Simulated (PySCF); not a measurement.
# AlF + HCl → AlCl + HF

Level: PBE0 in the def2-SVP basis family, all electrons, no relativity, computed in PySCF with density fitting; open shells unrestricted.

```tsv
species	state and structure	E (Eh)	ZPE (kJ/mol)	H(298 K) − H(0) (kJ/mol)	S° (J/(mol K))
AlF	singlet, C∞v, Al–F 1.676 Å	-341.95862	4.9	8.9	215.2
HCl	singlet, C∞v, H–Cl 1.285 Å	-460.50213	18.0	8.7	186.7
AlCl	singlet, C∞v, Al–Cl 2.147 Å	-702.19181	2.9	9.3	227.7
HF	singlet, C∞v, H–F 0.920 Å	-100.25837	24.9	8.7	173.6
```

(1) What is the electronic reaction energy?

(2) Add zero-point, thermal and entropy terms for 298.15 K and 1 bar.

## Answers

(1) At PBE0/def2-SVP, ΔE = 27.8 kJ/mol from the differences of the total energies times 2625.5, uphill. 

(2) ΔZPE = 4.9 and Δ[H(298) − H(0)] = 0.4 kJ/mol give ΔH° = 33.1 kJ/mol. ΔS° = -0.6 J/(mol K), so ΔG° = 33.1 − 298.15 × (-0.0006) = 33 kJ/mol and log₁₀K = -5.8.

The structures come from searches over a few start shapes, so lower isomers are not excluded.
